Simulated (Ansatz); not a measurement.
Reaction (SMILES): N#C (CH-N) → C atom + H atom + N atom
B3LYP-D3(BJ)/def2-TZVP geometries, fixed; electronic energies without zero-point terms.

Basis-set convergence of the atomisation energy at wB97M-V with Ansatz (a program for electronic structure). All functions are spherical. The program fits the integrals of some runs and decomposes those of others, by size. Open shells are unrestricted. The functional holds VV10 correlation; no added dispersion term, no relativity. Functions are those of the species that has most. Reference: the value in pcseg-4, 313.90 kcal/mol, itself unsure by roughly 0.12 kcal/mol (its mean distance from aug-pcseg-3, aug-cc-pVQZ, cc-pV5Z). Deviations are taken from unrounded values.

```tsv
basis	functions
pcseg-0	20
def2-SV(P)	30
def2-SVP	33
pcseg-1	33
aug-cc-pVDZ	55
def2-TZVP	68
pcseg-2	74
def2-TZVPP	76
jun-cc-pV(T+d)Z	92
aug-cc-pVTZ	115
def2-QZVPP	144
pcseg-3	153
aug-cc-pVQZ	206
pcseg-4	263
```

Question: Which is the smallest set listed that can be trusted to 4 kcal/mol here, that is, within that of the reference together with its larger relatives (same family, alike in diffuse functions; a set with none to test it counts only in the reference's own line)?

Answer: The smallest set listed that lies within 4 kcal/mol of the reference with all its larger relatives (same family, alike in diffuse functions; a set with none counts only in the reference's own line) is def2-SV(P) (30 functions, -0.63 kcal/mol off). Value minus reference: pcseg-0 -22.48, def2-SV(P) -0.63, def2-SVP 1.25, pcseg-1 -5.50, aug-cc-pVDZ -6.81, def2-TZVP -0.63, pcseg-2 -0.17, def2-TZVPP -0.34, jun-cc-pV(T+d)Z -1.16, aug-cc-pVTZ -1.11, def2-QZVPP -0.35, pcseg-3 -0.01, aug-cc-pVQZ -0.30, pcseg-4 0.00 kcal/mol.
